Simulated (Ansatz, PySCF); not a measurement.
This Ansatz (a quantum-chemistry and plane-wave program) input computes a CCSD(T)/cc-pVDZ energy:

Ansatz 0.2 input:
```yaml
crystal:
  periodic: [false, false, false]
  atoms:
    - {symbol: C, position_ang: [-1.20822218, -0.14697636, -0.13555230]}
    - {symbol: C, position_ang: [0.18225778, 0.00356720, 0.02923127]}
    - {symbol: C, position_ang: [1.40777216, 0.15861700, 0.16390502]}
    - {symbol: H, position_ang: [-1.45787510, -0.96896555, -0.81442730]}
    - {symbol: H, position_ang: [-1.56493239, 0.78362294, -0.63542508]}
    - {symbol: H, position_ang: [-1.73558195, -0.19599924, 0.82275481]}
    - {symbol: H, position_ang: [2.46754283, 0.29009483, 0.28159360]}
basis:
  gaussian:
    orbitals: cc-pVDZ
total_charge: 1
magnetization: {spin_polarized: true, initial_magnetization: 1}
correlation: {method: ccsd_t, electrons: outside_noble_gas}
```

Problem. Write an input for the same energy in PySCF and say what it gives.

Solution. 
```python
from pyscf import gto, scf, mp, cc as ccmod

mol = gto.M(
    atom='''
    C    -1.20822218   -0.14697636   -0.13555230
    C     0.18225778    0.00356720    0.02923127
    C     1.40777216    0.15861700    0.16390502
    H    -1.45787510   -0.96896555   -0.81442730
    H    -1.56493239    0.78362294   -0.63542508
    H    -1.73558195   -0.19599924    0.82275481
    H     2.46754283    0.29009483    0.28159360
    ''',
    basis='cc-pvdz',
    charge=1,
    spin=1,
    verbose=4,
)

mf = scf.UHF(mol)
mf.conv_tol = 1e-10
mf.max_cycle = 100
mf.kernel()
mo, _, stable, _ = mf.stability(return_status=True)
if not stable:
    mf.kernel(mf.make_rdm1(mo, mf.mo_occ))
mp2 = mp.MP2(mf, frozen=3).run()
cc = ccmod.CCSD(mf, frozen=3)
cc.max_cycle = 100
cc.kernel()
et = cc.ccsd_t()
print(f'E(CCSD(T)) = {cc.e_tot + et:.9f}')
```
It gives -115.94491 Eh, and Ansatz -115.94491 Eh, a difference of 0.00 mEh.
